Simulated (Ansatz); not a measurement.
Relaxed structures of AlSiH₄O, doublet (PBE0-D4/def2-TZVP; forces vanish, vibrations not checked; lower isomers may exist, and structures with a doubtful reference or unclear bonds are left out; Å). Program: Ansatz 0.2.0. Basis: def2-TZVPP. Cores are frozen in the correlated methods; orbitals are unrestricted.

Q: Rank them by CCSD(T) energy, lowest first, and give each one's height above the lowest. Links in brackets join atoms within 1.22 times the sum of their covalent radii (1.1 for two metals). (An estimate is asked for; the value comes from the calculation.)
A.
AlSiH₄O ([OH][AlH][SiH2])
```
7
angstrom
O -1.9762 -0.3382 -0.7554
Si 1.1235 0.2078 0.8820
Al -0.3170 -0.0825 -0.9955
H -2.3971 -0.3774 0.1013
H 0.2063 -0.0475 -2.4819
H 2.5885 0.4359 0.7902
H 0.6899 0.1839 2.3039
```
B.
AlSiH₄O ([OH][SiH][AlH2])
```
7
angstrom
O -1.8926 -0.3274 -0.8269
Si -0.2653 -0.0708 -0.8917
Al 1.1678 0.2164 0.9564
H -2.2855 -0.3607 0.0480
H 0.0554 -0.0672 -2.3406
H 2.7036 0.4508 0.6532
H 0.5165 0.1589 2.4016
```
C.
AlSiH₄O ([OH][SiH2][AlH])
```
7
angstrom
O -1.8273 -0.0934 -0.6765
Si -0.1910 -0.3596 -0.7337
Al 1.0569 0.9281 0.9864
H -2.2261 -0.0335 0.1921
H 0.2055 -0.0012 -2.1235
H 2.6563 1.0275 0.9000
H 0.1177 -1.8134 -0.5442
```

A: The calculation gives: A (0.000 eV), B (0.646 eV), C (0.710 eV). Heights count from the lowest.

No T1 diagnostic of these runs exceeds 0.017. ⟨S²⟩ of the unrestricted Hartree–Fock references: 0.76 to 0.77 (a pure state has 0.75).

For scale, one of the runs: CCSD(T)/def2-TZVPP, 171 basis functions, launched by `ansatz run in.yaml --threads 2 --pin off --events-out ev --progress --plain --max-ram 4352MiB`. Time: 81 s of wall clock on 2 CPU threads of an Arm Neoverse V1; the host was shared. Peak host memory: 3.1 GiB.
